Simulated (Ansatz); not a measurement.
**Counterpoise correction, worked out**

The pair of H₃O⁺ (SMILES [OH3+], atoms 1–4) and H₂O₂ (SMILES OO, atoms 5–8), both closed shells, in one local arrangement (a lower one may exist), relaxed at PBE0-D4/def2-TZVP:

O1  (-0.085, -0.335, -1.459)
H2  (0.809, -0.122, -1.762)
H3  (-0.742, 0.084, -2.034)
H4  (-0.263, -0.247, -0.328)
O5  (-0.431, -0.134, 0.916)
O6  (0.761, 0.499, 1.357)
H7  (-0.457, -0.973, 1.411)
H8  (0.409, 1.226, 1.898)
(Å)

Program: Ansatz 0.2.0. Basis: def2-TZVPPD. Cores are frozen in the correlated methods.

MP2 total energies in eV:

| system | geometry | basis functions | energy |
| --- | --- | --- | --- |
| pair | pair | all | -6203.99705 |
| H₃O⁺ | as in the pair | all (partner as ghosts) | -2083.87266 |
| H₂O₂ | as in the pair | all (partner as ghosts) | -4118.28933 |
| H₃O⁺ | as in the pair | its own | -2083.85784 |
| H₂O₂ | as in the pair | its own | -4118.23878 |
| H₃O⁺ | free (PBE0-D4 minimum) | its own | -2084.36895 |
| H₂O₂ | free (PBE0-D4 minimum) | its own | -4118.25925 |

Work out the interaction energy with and without the counterpoise correction, the superposition error, and the binding energy from the relaxed fragments.

Without correction: -6203.99705 − (-2083.85784) − (-4118.23878) = -1.90043 eV.
With correction (each fragment in the whole basis): -6203.99705 − (-2083.87266) − (-4118.28933) = -1.83506 eV = -42.32 kcal/mol.
The superposition error is the difference, 0.06537 eV, 3 % of the uncorrected value: each fragment borrows its partner's functions.
Deformation from the free shapes: 0.51111 eV for H₃O⁺ and 0.02047 eV for H₂O₂.
Binding energy from relaxed fragments: -1.83506 + 0.51111 + 0.02047 = -1.30348 eV = -30.06 kcal/mol (electronic, without zero-point energy; negative means bound). The deformation is large: the pair is on the way to a chemical bond or a shared proton. For comparison, the corrected interaction energy by CCSD(T) at an estimated basis limit (MP2 extrapolated from triple and quadruple zeta, plus CCSD(T) − MP2 in triple zeta) is -1.865 eV.

No T1 diagnostic of these runs exceeds 0.013.

For scale, one of the runs: CCSD(T)/def2-TZVPPD, 205 basis functions, launched by `ansatz run in.yaml --threads 2 --pin off --events-out ev --progress --plain --max-ram 5222MiB`. Time: 25 s of wall clock on 2 CPU threads; the host was shared. Peak host memory: 2.8 GiB.
